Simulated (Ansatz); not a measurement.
Reaction: BN2H4Cl (SMILES B(Cl)(N)N) → BNH2Cl (SMILES N[B]Cl, doublet) + NH2 (SMILES [NH2], doublet) (the B-N bond breaks)
Each species at its own B3LYP-D3(BJ)/def2-TZVP minimum (Ansatz, a quantum-chemistry and plane-wave program), one conformer.

Total energies in hartree (Ansatz). Radicals and triplets start from unrestricted determinants; spin-orbit coupling is neglected. Cores are frozen in correlated methods. No relativity.

| species | HF/cc-pV(T+d)Z | CCSD(T)/cc-pV(T+d)Z | HF/cc-pV(Q+d)Z | CCSD(T)/cc-pV(Q+d)Z | CCSD(T)/cc-pV(D+d)Z | CCSDT(Q)/cc-pV(D+d)Z |
|---|---|---|---|---|---|---|
| 1: BN2H4Cl (SMILES NB(N)Cl) | -595.62910 | -596.40705 | -595.64321 | -596.47457 | -596.18260 | -596.18468 |
| 2: BNH2Cl (SMILES N[B]Cl, doublet) | -539.88040 | -540.40541 | -539.88990 | -540.45297 | -540.25094 | -540.25270 |
| 3: NH2 (SMILES [NH2], doublet) | -55.58579 | -55.79359 | -55.59045 | -55.81078 | -55.73272 | -55.73328 |

Q: Work out the bond dissociation energy (electronic) in kJ/mol: take Hartree-Fock from cc-pV(Q+d)Z, extrapolate the CCSD(T) correlation energy as X^-3 (X = 3, 4), and add CCSDT(Q) - CCSD(T) in cc-pV(D+d)Z. 1 hartree = 2625.5 kJ/mol.

A: 
Species 1: correlation (64·(-0.83136) - 27·(-0.77795))/37 = -0.87033; step -0.00208; E1 = -595.64321 + (-0.87033) + (-0.00208) = -596.51562
Species 2: correlation (64·(-0.56307) - 27·(-0.52501))/37 = -0.59084; step -0.00176; E2 = -539.88990 + (-0.59084) + (-0.00176) = -540.48250
Species 3: correlation (64·(-0.22033) - 27·(-0.20780))/37 = -0.22947; step -0.00056; E3 = -55.59045 + (-0.22947) + (-0.00056) = -55.82048
-1·E1 +1·E2 +1·E3 = 0.21264 hartree = 558.3 kJ/mol.
